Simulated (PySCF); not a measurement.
CH4, SMILES C.

The structure is a stationary point at PBE0-D3(BJ)/def2-TZVPD.

Computed with TDA-PBE/def2-TZVPD run with PySCF.

Vertical excitations; the highest root listed may be one member of a degenerate set. Gas-phase values at a fixed geometry. State labels are in the subgroup D2.

Computed excitation energies, oscillator strengths and character:
| state | symmetry | energy (eV) | λ (nm) | f | main pairs |
|---|---|---|---|---|---|
| S1 | B1 | 9.56 | 130 | 0.111 | HOMO−2→LUMO (degenerate set) |
| S2 | B3 | 9.56 | 130 | 0.111 | HOMO→LUMO (degenerate set) |
| S3 | B2 | 9.56 | 130 | 0.111 | HOMO−1→LUMO (degenerate set) |
| S4 | B2 | 11.65 | 106 | 0.000 | HOMO→LUMO+1, HOMO−2→LUMO+3 (degenerate set) |
| S5 | B3 | 11.65 | 106 | 0.000 | HOMO−1→LUMO+1, HOMO−2→LUMO+2 (degenerate set) |
| S6 | B1 | 11.65 | 106 | 0.000 | HOMO−1→LUMO+3, HOMO→LUMO+2 (degenerate set) |
| S7 | A | 11.70 | 106 | 0.000 | HOMO−2→LUMO+1, HOMO−1→LUMO+2 (degenerate set) |
| S8 | A | 11.70 | 106 | 0.000 | HOMO→LUMO+3, HOMO−1→LUMO+2, HOMO−2→LUMO+1 (degenerate set) |
| S9 | B1 | 11.71 | 106 | 0.091 | HOMO→LUMO+2, HOMO−1→LUMO+3 (degenerate set) |
| S10 | B2 | 11.71 | 106 | 0.091 | HOMO−2→LUMO+3, HOMO→LUMO+1 (degenerate set) |
| T1 | B2 | 9.20 | 135 | 0 | HOMO−1→LUMO (degenerate set) |
| T2 | B3 | 9.20 | 135 | 0 | HOMO→LUMO (degenerate set) |
| T3 | B1 | 9.20 | 135 | 0 | HOMO−2→LUMO (degenerate set) |
| T4 | A | 10.80 | 115 | 0 | HOMO−2→LUMO+1 32 %, HOMO→LUMO+3 32 %, HOMO−1→LUMO+2 32 % |
Triplets are in the Tamm–Dancoff approximation.
